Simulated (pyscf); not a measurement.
F–Mo(F)(F)(F)=S + hydrogen fluoride (HF) → F–Mo(F)(F)(F)(F)–SH (addition across a multiple bond or ene-type step; singlet surface; F–H broken, H–S, F–Mo formed). PySCF, gas phase, ωB97X-D3(BJ)/def2-SVP geometries. Rate constants from transition-state theory at the high-pressure limit, ωB97M-D3(BJ)/def2-TZVP energies (ideal gas, 1 atm, RRHO with modes under 100 cm⁻¹ raised to 100, one conformer, R ln 2 for rigid chiral ones; no tunnelling), k in cm³ molecule⁻¹ s⁻¹.

```tsv
T (K)	1000/T	log10 k
298	3.354	-35.33
600	1.667	?
900	1.111	-19.99
1200	0.833	-17.92
```

Question: Fit an Arrhenius line to the three values, give the activation energy, and predict k at 600 K.

Answer: Least squares gives log10 k = -12.26 − 6.88 × 1000/T, so Ea = 6.88 × ln 10 × 1.987 = 31.5 kcal/mol, against an electronic barrier of 31.6. At 600 K the line gives -23.73; the computed value is -23.91 (ΔG‡ = 49.2 kcal/mol), a factor 1.5 under the line, since the plot is curved. On the reactant side the descent ends in a complex (not fully relaxed), 4.1 kcal/mol under the separated species and 34.1 kcal/mol under the saddle at ωB97X-D3(BJ)/def2-TZVP. One saddle was located; it need not be the lowest between these sides. Elements past Kr carry the def2 core potentials, without spin-orbit coupling.
